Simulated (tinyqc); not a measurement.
RHF in the sto-3g basis, for CH3+, spin multiplicity 1, step by step. One step of it, computed by the program tinyqc.

Task: Iteration 1: diagonalisation and new density. A level shift of 0.2 hartree raises the virtual space: F + shift (S - S D(s) S), with D(s) the density of one spin (D/2). Diagonalise F' = X^T F X, C = X C', fill 4 alpha and 4 beta electrons from the bottom; D = 2 C_occ C_occ^T. Each column has its largest component positive (the first on a tie).

Fock matrix F (hartree), order 1C 1s, 1C 2s, 1C 2px, 1C 2py, 1C 2pz, 2H 1s, 3H 1s, 4H 1s:
$$\begin{pmatrix}
-12.612351 & -3.060729 & -0.106947 & 0.092794 & -0.175151 & -0.486161 & -0.310783 & -0.395645 \\
-3.060729 & -1.977647 & -0.075766 & -0.133804 & -0.045670 & -0.682064 & -0.586234 & -0.525600 \\
-0.106947 & -0.075766 & -0.986161 & -0.118307 & -0.102438 & -0.445241 & 0.141552 & 0.202726 \\
0.092794 & -0.133804 & -0.118307 & -0.854624 & -0.093574 & -0.077041 & -0.406967 & 0.319953 \\
-0.175151 & -0.045670 & -0.102438 & -0.093574 & -0.765484 & -0.059098 & 0.060503 & 0.009624 \\
-0.486161 & -0.682064 & -0.445241 & -0.077041 & -0.059098 & -0.758887 & -0.127988 & -0.112924 \\
-0.310783 & -0.586234 & 0.141552 & -0.406967 & 0.060503 & -0.127988 & -0.552847 & -0.080094 \\
-0.395645 & -0.525600 & 0.202726 & 0.319953 & 0.009624 & -0.112924 & -0.080094 & -0.444012
\end{pmatrix}$$

X, order 1C 1s, 1C 2s, 1C 2px, 1C 2py, 1C 2pz, 2H 1s, 3H 1s, 4H 1s:
$$\begin{pmatrix}
1.027180 & -0.151452 & 0.000004 & 0.000000 & 0.001029 & 0.021278 & 0.021288 & 0.021288 \\
-0.151452 & 1.216211 & -0.000057 & 0.000000 & -0.008926 & -0.219946 & -0.220129 & -0.220129 \\
0.000004 & -0.000057 & 1.102929 & 0.000000 & 0.000003 & -0.234709 & 0.117382 & 0.117382 \\
0.000000 & 0.000000 & 0.000000 & 1.103072 & 0.000000 & 0.000000 & -0.203438 & 0.203438 \\
0.001029 & -0.008926 & 0.000003 & 0.000000 & 1.000415 & 0.010268 & 0.010279 & 0.010279 \\
0.021278 & -0.219946 & -0.234709 & 0.000000 & 0.010268 & 1.131714 & -0.015718 & -0.015718 \\
0.021288 & -0.220129 & 0.117382 & -0.203438 & 0.010279 & -0.015718 & 1.131886 & -0.015737 \\
0.021288 & -0.220129 & 0.117382 & 0.203438 & 0.010279 & -0.015718 & -0.015737 & 1.131886
\end{pmatrix}$$

D at the start, order 1C 1s, 1C 2s, 1C 2px, 1C 2py, 1C 2pz, 2H 1s, 3H 1s, 4H 1s:
$$\begin{pmatrix}
1.148250 & -0.547522 & 0.160580 & -0.264290 & 0.397408 & 0.152534 & -0.585088 & -0.186067 \\
-0.547522 & 1.189287 & -0.645202 & 0.555866 & 0.271188 & 0.587583 & -0.201608 & -0.610413 \\
0.160580 & -0.645202 & 2.070000 & 0.590805 & 0.303450 & -1.046414 & 0.661884 & 0.698982 \\
-0.264290 & 0.555866 & 0.590805 & 0.948742 & 0.605563 & 0.026914 & -0.103004 & 0.530879 \\
0.397408 & 0.271188 & 0.303450 & 0.605563 & 0.722551 & 0.270217 & -0.533660 & 0.290460 \\
0.152534 & 0.587583 & -1.046414 & 0.026914 & 0.270217 & 0.797739 & -0.712733 & -0.329694 \\
-0.585088 & -0.201608 & 0.661884 & -0.103004 & -0.533660 & -0.712733 & 0.949520 & -0.207403 \\
-0.186067 & -0.610413 & 0.698982 & 0.530879 & 0.290460 & -0.329694 & -0.207403 & 2.552251
\end{pmatrix}$$

overlap S, order 1C 1s, 1C 2s, 1C 2px, 1C 2py, 1C 2pz, 2H 1s, 3H 1s, 4H 1s:
$$\begin{pmatrix}
1.000000 & 0.248362 & 0.000000 & 0.000000 & 0.000000 & 0.035929 & 0.035964 & 0.035964 \\
0.248362 & 1.000000 & 0.000000 & 0.000000 & 0.000000 & 0.363383 & 0.363596 & 0.363596 \\
0.000000 & 0.000000 & 1.000000 & 0.000000 & 0.000000 & 0.377479 & -0.188744 & -0.188744 \\
0.000000 & 0.000000 & 0.000000 & 1.000000 & 0.000000 & 0.000000 & 0.327099 & -0.327099 \\
0.000000 & 0.000000 & 0.000000 & 0.000000 & 1.000000 & -0.017352 & -0.017366 & -0.017366 \\
0.035929 & 0.363383 & 0.377479 & 0.000000 & -0.017352 & 1.000000 & 0.071644 & 0.071644 \\
0.035964 & 0.363596 & -0.188744 & 0.327099 & -0.017366 & 0.071644 & 1.000000 & 0.071630 \\
0.035964 & 0.363596 & -0.188744 & -0.327099 & -0.017366 & 0.071644 & 0.071630 & 1.000000
\end{pmatrix}$$

Give: F' = X^T F X; orbital energies; coefficients C; D after iteration 1.

Result:

F' = X^T F X (hartree):
$$\begin{pmatrix}
-12.343 & -1.353 & -0.102 & 0.129 & -0.214 & -0.087 & 0.134 & 0.032 \\
-1.353 & -1.211 & -0.007 & -0.197 & -0.059 & -0.329 & -0.229 & -0.201 \\
-0.102 & -0.007 & -0.863 & -0.172 & -0.128 & -0.115 & 0.028 & 0.089 \\
0.129 & -0.197 & -0.172 & -0.628 & -0.159 & -0.052 & -0.253 & 0.182 \\
-0.214 & -0.059 & -0.128 & -0.159 & -0.638 & -0.086 & 0.110 & -0.040 \\
-0.087 & -0.329 & -0.115 & -0.052 & -0.086 & -0.407 & 0.043 & -0.008 \\
0.134 & -0.229 & 0.028 & -0.253 & 0.110 & 0.043 & -0.201 & 0.025 \\
0.032 & -0.201 & 0.089 & 0.182 & -0.040 & -0.008 & 0.025 & -0.224
\end{pmatrix}$$

orbital energies (hartree): MO1 -12.513, MO2 -1.367, MO3 -1.026, MO4 -0.668, MO5 -0.599, MO6 -0.296, MO7 -0.049, MO8 0.003

coefficients C, order 1C 1s, 1C 2s, 1C 2px, 1C 2py, 1C 2pz, 2H 1s, 3H 1s, 4H 1s:
$$\begin{pmatrix}
1.002 & -0.206 & 0.090 & 0.050 & 0.025 & 0.050 & 0.128 & 0.061 \\
-0.006 & 0.837 & -0.419 & -0.096 & -0.125 & -0.268 & -0.715 & -0.405 \\
0.006 & 0.197 & 0.792 & -0.112 & -0.581 & -0.526 & 0.040 & 0.071 \\
-0.008 & 0.401 & 0.314 & 0.518 & 0.356 & 0.070 & 0.486 & -0.635 \\
0.019 & 0.164 & 0.340 & -0.431 & 0.761 & -0.152 & -0.121 & 0.236 \\
0.005 & 0.126 & -0.067 & -0.298 & 0.053 & 1.021 & 0.406 & 0.256 \\
-0.012 & 0.012 & 0.025 & 0.364 & -0.129 & -0.238 & 0.173 & 1.072 \\
-0.006 & -0.003 & -0.022 & -0.261 & 0.026 & -0.456 & 1.036 & -0.189
\end{pmatrix}$$

D after iteration 1, order 1C 1s, 1C 2s, 1C 2px, 1C 2py, 1C 2pz, 2H 1s, 3H 1s, 4H 1s:
$$\begin{pmatrix}
2.112 & -0.441 & 0.063 & -0.072 & -0.013 & -0.083 & 0.012 & -0.041 \\
-0.441 & 1.769 & -0.313 & 0.309 & 0.073 & 0.323 & -0.071 & 0.064 \\
0.063 & -0.313 & 1.357 & 0.539 & 0.700 & 0.011 & -0.038 & 0.023 \\
-0.072 & 0.309 & 0.539 & 1.056 & -0.102 & -0.250 & 0.402 & -0.287 \\
-0.013 & 0.073 & 0.700 & -0.102 & 0.657 & 0.254 & -0.294 & 0.209 \\
-0.083 & 0.323 & 0.011 & -0.250 & 0.254 & 0.218 & -0.218 & 0.158 \\
0.012 & -0.071 & -0.038 & 0.402 & -0.294 & -0.218 & 0.267 & -0.191 \\
-0.041 & 0.064 & 0.023 & -0.287 & 0.209 & 0.158 & -0.191 & 0.138
\end{pmatrix}$$
